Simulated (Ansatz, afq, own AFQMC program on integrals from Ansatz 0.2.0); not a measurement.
**BGeH₂, doublet: AFQMC among the cluster methods**

```xyz
4

Ge    0.0000    0.0000   -0.1695
B     0.0000    0.0000    1.3135
H     0.0000    1.3134   -0.9353
H     0.0000   -1.3134   -0.9353
```

Connectivity, by distances: GeH2–B.

Basis cc-pVDZ. Only valence electrons are correlated. AFQMC by an in-house program on the Cholesky factors that Ansatz 0.2.0 writes for its CCSD(T) run. The CISD trial takes its coefficients from CCSD amplitudes. Released means that phaseless walkers are propagated on without the constraint, phases kept. Error bars are statistical, one sigma. No spin–orbit coupling.

Determinant: UHF, the one that the program's search chose, which needn't be the lowest solution. The geometry is a point of a scan.

No full CI on the walks' own integrals is used here; CCSDT(Q) serves as the reference and is uncertain by about the last step of the cluster series.

Cautions: no relativity below Rb; no spin-orbit coupling; inner d shell frozen; unrestricted determinant slightly spin contaminated (⟨S²⟩ 0.82 against 0.75).

The T1 diagnostic is 0.0303. The weight of the determinant in the CISD state is 0.874, the ⟨S²⟩ of the determinant is 0.817 and the size of the correlated space is 9 electrons in 36 orbitals.

Reference: CCSDT(Q), correlation energy -4.841 eV. The released energy is read at 2.40 1/Eh (meV from the phaseless value at times in 1/Eh: 0 ± 10 at 0.24, 0 ± 11 at 0.51, -5 ± 11 at 0.99, -9 ± 8 at 1.62, -6 ± 11 at 2.40).

```
         level  E − E(reference) (kJ/mol)  share of correlation (%)
            HF                      467.1                      0.00
           MP2                      110.4                     76.35
          CCSD                       20.0                     95.72
       CCSD(T)                        4.3                     99.07
         CCSDT                        0.9                     99.82
 ph-AFQMC/CISD                  1.8 ± 0.9                     99.61
released AFQMC                  1.2 ± 1.0                     99.74
```

A walk keeps the symmetry of its determinant, which the program's search chose and which needn't be the lowest solution, so a lower state of the same spin and another symmetry isn't excluded. Released energies are given only where the last usable release times agree within the noise; a slower fall can still hide under it.
